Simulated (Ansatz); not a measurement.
## Worked example: correlation energy of BSiNH, quartet

Geometry: displaced at random from a stationary point.

```yaml
atoms:
  - { symbol: N, position_ang: [-0.0233, -0.7787, 0.6961] }
  - { symbol: B, position_ang: [-0.0242, 0.4389, 1.1974] }
  - { symbol: Si, position_ang: [0.0238, 0.1760, -0.8826] }
  - { symbol: H, position_ang: [-0.0790, 1.2091, 2.0767] }
```

Basis cc-pVDZ; Ansatz 0.2.0. Only valence electrons are correlated (noble-gas cores frozen), which leaves 13 electrons in 44 orbitals. R marks a restricted (for open shells ROHF) determinant, U an unrestricted one.

Full CI isn't at hand for all of this; UCCSDT(Q) serves as the reference, and is uncertain by about the last step of the cluster series.

Runs differ by some tens of microhartree through their thresholds and, for an open shell, their frozen cores, so steps under 0.03 kcal/mol mean nothing.

```
    level  total energy (hartree)
      UHF             -368.519989
     UMP2             -368.803233
    UCCSD             -368.828358
 UCCSD(T)             -368.842868
   UCCSDT             -368.844076
UCCSDT(Q)             -368.845596
```

Q: What is the correlation energy at UCCSDT(Q), and what share of it do UMP2 and UCCSD(T) recover?

A: E(corr) = -368.845596 − (-368.519989) = -0.325607 hartree = -8.860 eV. UMP2: -0.283244 / -0.325607 = 86.99 %. UCCSD(T): -0.322879 / -0.325607 = 99.16 %.

Q: By how many kcal/mol does UCCSD(T) miss UCCSDT(Q) (1 hartree = 627.509 kcal/mol), and which steps make up the rest?

A: -368.842868 − (-368.845596) = 0.002728 hartree = 1.71 kcal/mol. Steps: UCCSDT − UCCSD(T) = -0.76, UCCSDT(Q) − UCCSDT = -0.95 kcal/mol. Differences between like states or geometries often cancel part of this.
